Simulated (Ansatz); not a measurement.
Volume per atom of 2H MoTe₂ at several levels of theory

No measured value is used here.

### Question
Put these levels in order of the volume per atom that they give for 2H MoTe₂, smallest first: HSE06-D3(BJ) (Ansatz, a quantum-chemistry and plane-wave program), LDA (Ansatz), PBE (Ansatz), rVV10 (Ansatz), r²SCAN-D4 (Ansatz).

### Answer
HSE06-D3(BJ) (22.92 Å³/atom), LDA (23.97 Å³/atom), r²SCAN-D4 (25.88 Å³/atom), rVV10 (26.58 Å³/atom), PBE (28.19 Å³/atom)

PBE: for a layered or molecular solid the relaxed cell lies over 5 % above the published volume, where the minimum can be shallow. PBE: the cell comes from a level without a dispersion term, which matters for the spacing of layers, chains or molecules. LDA: LDA has no dispersion term either, though it tends to give short spacings of layers, chains or molecules. Cutoffs and k meshes differ between the levels. Ansatz's density-functional and Hartree–Fock values are scalar-relativistic unless marked +SOC, with PAW data made under PBE.
